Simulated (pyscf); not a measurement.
A first-order saddle from PySCF, ωB97X-D3(BJ)/def2-SVP:

```
As
H 1 1.5311
H 1 1.7616 2 88.49
H 3 1.1790 1 156.42 2 -75.84
In 4 2.0251 3 79.85 1 -7.79
```
Charge 0, spin multiplicity 2.

Surface: doublet, charge 0. Lowest wavenumbers (cm⁻¹): 1690i, 153, 355, 405, 802.

Task: What reaction is this the transition state of?

Result: `[AsH]=[In]` [doublet] + `[H][H]` ⇌ `[AsH2][InH]` [doublet], an addition across a multiple bond or ene-type step read from left to right: H–H broken and H–In, As–H formed. At ωB97M-D3(BJ)/def2-TZVP it lies +23.6 kcal/mol from the left side and +28.0 kcal/mol from the right (each side as separated species at their lowest minima found). One saddle was located; it need not be the lowest between these sides. Elements up to Kr have no core potential and no relativistic terms here. Elements past Kr carry the def2 core potentials, without spin-orbit coupling.
